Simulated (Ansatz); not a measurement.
We consider rock-salt HfN, described by r²SCANh in Ansatz (plane waves, PAW).

Numerical settings: plane-wave cutoff 520 eV, 10×10×10 k mesh, Fermi–Dirac smearing 0.05 eV, scalar-relativistic PAW data made under PBE.

Results at a series of volumes:

```tsv
V (Å³/atom)	E − E_lowest (meV/atom)	P (GPa)
10.968	27.60	16.39
11.256	6.13	7.64
11.457	0.00	2.20
11.834	5.67	-6.77
12.122	23.31	-12.69
```

Q: Estimate the bulk modulus from the pressures at 11.457 and 11.834 Å³/atom, and compare it with a fit to all energies.

A: B = −V dP/dV. Between V = 11.457 and 11.834 Å³/atom, dP/dV = (-6.77 − (2.20))/(11.834 − 11.457) = -23.8 GPa per Å³/atom; at the midpoint 11.646 Å³/atom this gives B ≈ 277 GPa. The third-order Birch–Murnaghan fit gives V0 = 11.544 Å³/atom, B0 = 288 GPa, B′ = 4.2, which lies 4 % above that estimate.

Measured, for comparison: bulk modulus 260 GPa (room temperature, not corrected to a static lattice, our sources range from 260 to 306; as tabulated in Synthesis of Binary Transition Metal Nitrides, Carbides and Borides from the …); equilibrium volume per atom 11.57 Å³/atom (room temperature, not corrected to a static lattice; as tabulated in Seo, Lee, Wen, Petrov, Greene, Gall, J. Appl. Phys. 96, 878 (2004)). Computed (rounded) less measured: bulk modulus not scored (sources differ), equilibrium volume per atom -0.3 %.

Spin–orbit coupling is not included.

Ansatz is a program for electronic structure.
